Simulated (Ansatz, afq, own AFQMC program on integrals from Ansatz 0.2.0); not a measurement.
# BH$_{2}$O, doublet in cc-pVDZ, levels against CCSDT(Q)

```xyz
4

B     0.0000   -0.2591    0.7366
O     0.0000    0.1727   -0.5246
H     0.0000    0.5612    1.6133
H     0.0000   -0.5236   -1.1874
```

Connectivity, by distances: BH–OH.

Basis cc-pVDZ. Noble-gas cores (and the filled d shells of Ga–Kr and In–Xe) are frozen. Ansatz 0.2.0 and our own AFQMC program on the same integrals; the CISD trial comes from CCSD amplitudes, and released means the phaseless constraint is let go. Uncertainties: one standard error, sampling alone.

Determinant: UHF, the one that the program's search chose, which needn't be the lowest solution. The geometry is a point of a scan.

No full CI on the walks' own integrals is used here; CCSDT(Q) serves as the reference and is uncertain by about the last step of the cluster series.

```
T1 diagnostic                               : 0.0178
weight of the determinant in the CISD state : 0.910
⟨S²⟩ of the determinant                     : 0.753
size of the correlated space                : 11 electrons in 36 orbitals
```

| level | correlation energy (eV) |
| --- | --- |
| MP2 | -6.9221 |
| CCSD | -7.3907 |
| CCSD(T) | -7.5651 |

Task: Estimate where phaseless AFQMC with a CISD trial lies against CCSD(T) on the same integrals.

Result: 2.4 ± 1.0 kJ/mol below CCSD(T).

Reference: CCSDT(Q), correlation energy -7.597 eV. The released energy is read at 2.40 1/Eh (meV from the phaseless value at times in 1/Eh: 6 ± 11 at 0.24, 17 ± 12 at 0.51, 11 ± 11 at 0.99, -19 ± 15 at 1.62, -26 ± 18 at 2.40).

| level | E − E(reference) (kJ/mol) | share of correlation (%) |
| --- | --- | --- |
| CCSD(T) | 3.1 | 99.58 |
| CCSDT | 1.7 | 99.77 |
| ph-AFQMC/CISD | 0.7 ± 1.0 | 99.91 |
| released AFQMC | -1.8 ± 1.7 | 100.25 |

A walk keeps the symmetry of its determinant, which the program's search chose and which needn't be the lowest solution, so a lower state of the same spin and another symmetry isn't excluded. Released energies are given only where the last usable release times agree within the noise; a slower fall can still hide under it.
